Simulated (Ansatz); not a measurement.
Ansatz (a first-principles code) input (CCSD(T)/aug-cc-pVDZ):

Ansatz 0.2 input:
```yaml
crystal:
  periodic: [false, false, false]
  atoms:
    - {symbol: C, position_ang: [1.17547519, -0.60125259, 0.13458040]}
    - {symbol: C, position_ang: [1.06767332, 0.78449851, 0.07742256]}
    - {symbol: N, position_ang: [-0.10839064, 1.39331954, -0.05747002]}
    - {symbol: C, position_ang: [-1.17547519, 0.60125259, -0.13458040]}
    - {symbol: C, position_ang: [-1.06767332, -0.78449851, -0.07742256]}
    - {symbol: N, position_ang: [0.10839064, -1.39331954, 0.05747002]}
    - {symbol: H, position_ang: [2.14215789, -1.08023150, 0.24473484]}
    - {symbol: H, position_ang: [1.94809512, 1.41436994, 0.14184043]}
    - {symbol: H, position_ang: [-2.14215789, 1.08023150, -0.24473484]}
    - {symbol: H, position_ang: [-1.94809512, -1.41436994, -0.14184043]}
basis:
  gaussian:
    orbitals: aug-cc-pVDZ
magnetization: {spin_polarized: false}
correlation: {method: ccsd_t, electrons: outside_noble_gas}
output: {forces: true}
```

End of the output:

```
perturbative correction -1.17482306 eV, -0.0431739511 hartree
the calculation of the forces begins
0.84 GiB of device memory are held for the factors and their scratch space
Total energy: -7174.25299055 eV, -263.6489345193 hartree
Atom 0 at     1.175475    -0.601253     0.134580 Å, force     0.566139    -0.145483     0.059964 eV/Å
Atom 1 at     1.067673     0.784499     0.077423 Å, force     0.536496     0.235559     0.044247 eV/Å
Atom 2 at    -0.108391     1.393320    -0.057470 Å, force    -0.105943     1.361861    -0.056172 eV/Å
Atom 3 at    -1.175475     0.601253    -0.134580 Å, force    -0.566139     0.145483    -0.059964 eV/Å
Atom 4 at    -1.067673    -0.784499    -0.077423 Å, force    -0.536496    -0.235559    -0.044247 eV/Å
Atom 5 at     0.108391    -1.393320     0.057470 Å, force     0.105943    -1.361860     0.056172 eV/Å
Atom 6 at     2.142158    -1.080232     0.244735 Å, force     0.419543    -0.208607     0.047832 eV/Å
Atom 7 at     1.948095     1.414370     0.141840 Å, force     0.381993     0.274086     0.027922 eV/Å
Atom 8 at    -2.142158     1.080232    -0.244735 Å, force    -0.419543     0.208607    -0.047832 eV/Å
Atom 9 at    -1.948095    -1.414370    -0.141840 Å, force    -0.381993    -0.274086    -0.027922 eV/Å
Dipole moment:     0.000000    -0.000000     0.000000 e Å
```
